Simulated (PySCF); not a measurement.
Gas-phase reaction: 2 CH3SiH + CO2 + 3 C4H8 (isobutene) = 2 (CH3)3SiOH + 3 C3H4 (allene)

Computed with PySCF (xtb for GFN2) and rigid-rotor harmonic-oscillator thermochemistry at 1 bar. † marks an energy on the PBE0/def2-TZVP geometry and frequencies; other levels use their own. CCSD(T) freezes the core. All species are closed-shell singlets. CH3SiH: computed as isolated molecules; such fragments, hydroxides, amides, oligomers or adducts are transient or little studied in the gas. CCSD(T) isn't extrapolated to the basis-set limit.

| level | ΔH°(298 K), kJ |
|---|---|
| CCSD(T)/def2-SVP† | … |
| GFN2-xTB | -16 |
| HF/def2-TZVP† | … |
| M06-2X/def2-TZVP† | -389 |
| PBE0/def2-SVP† | -268 |
| ωB97M-V/def2-TZVP† | … |

Q: Some entries are withheld; supply them.

A: 
- CCSD(T)/def2-SVP†, ΔH°(298 K), kJ: -207
- HF/def2-TZVP†, ΔH°(298 K), kJ: -328
- ωB97M-V/def2-TZVP†, ΔH°(298 K), kJ: -371
